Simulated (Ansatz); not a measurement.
```yaml
crystal:
  periodic: [false, false, false]
  atoms:
    - {symbol: Sb, position_ang: [0.000734, 0.000028, -0.019764]}
    - {symbol: H, position_ang: [-0.054513, 1.204382, 1.195059]}
    - {symbol: H, position_ang: [-0.034183, -1.207768, 1.192393]}
basis:
  gaussian: {orbitals: def2-TZVP}
total_charge: 1
hamiltonian: {xc: pbe0}
relax: {f_tol: 0.004, max_steps: 80}
```

```sh
$ ansatz run in.yaml --threads 1 --pin off --events-out ev --progress --plain --max-ram 2176MiB
```

Steps of the relaxation (energy above the last step; positions in Å, forces in eV/Å):

```
3
step 1, 0.3 meV
Sb    0.001    0.000   -0.020   -0.003    0.000    0.090
H    -0.055    1.204    1.195    0.002   -0.012   -0.045
H    -0.034   -1.208    1.192    0.002    0.012   -0.045
```

```
3
step 2, 0.9 meV
Sb    0.000    0.000   -0.005    0.004    0.000   -0.095
H    -0.054    1.220    1.188   -0.002   -0.019    0.048
H    -0.034   -1.223    1.185   -0.002    0.019    0.048
```

```
3
step 3, 0.0 meV
Sb    0.001    0.000   -0.014    0.000    0.000   -0.002
H    -0.054    1.209    1.192    0.000    0.001    0.001
H    -0.034   -1.212    1.190    0.000   -0.001    0.001
```

Close pairs at the end: Sb1–H3 1.709 Å, Sb1–H2 1.709 Å.

A stationary point of restricted PBE0 after 3 steps (its stability towards spin polarisation wasn't tested); no frequencies were run, so it isn't proven a minimum. 3.6 s on 1 thread of Arm Neoverse V1, shared host.
